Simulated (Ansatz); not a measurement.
Reaction (ligand exchange at the Si–C bond): `CC[SiH]` + CH₃SH → `CS[SiH]` + ethane

Calculated with Ansatz (gas phase, PBE0-D4/def2-TZVP geometries, no zero-point term in ΔE). CCSD(T)/CBS adds triple-zeta CCSD(T) − MP2 to the extrapolated MP2 energy (def2 sets, frozen cores). This one scheme is used for every species. Functionals use def2-TZVPP. HSE06 is defined as in plane-wave codes.

Question: Is it downhill or uphill in electronic energy at CCSD(T)/CBS, and by how much? (Best estimate.)

Answer: The calculation gave: Downhill: ΔE = -1.51 eV.

Question: What do these levels give: BLYP-D4, PBE0-D4, HSE06-D4, ωB97X-V, ωB97M-V, revPBE, r2SCAN, RPA@PBE/def2-TZVPP, CCSD(T)/def2-TZVPP, MP2/def2-QZVPP, SCS-MP2/def2-QZVPP, HF/CBS(def2)? (Estimate.)

Answer: Computed: BLYP-D4 -1.59, PBE0-D4 -1.58, HSE06-D4 -1.59, ωB97X-V -1.48, ωB97M-V -1.50, revPBE -1.62, r2SCAN -1.64, RPA@PBE/def2-TZVPP -1.43, CCSD(T)/def2-TZVPP -1.48, MP2/def2-QZVPP -1.57, SCS-MP2/def2-QZVPP -1.51, HF/CBS(def2) -1.42 eV.

Largest T1 diagnostic among the species: 0.016.

In def2-TZVPP, CCSD(T) changes the Hartree–Fock value by −0.06 eV (the triples alone add −0.05 eV) and MP2 by −0.12 eV. From r2SCAN to r2SCAN0 (25 % exact exchange), in def2-TZVPP and without D4, ΔE moves by +0.04 eV.
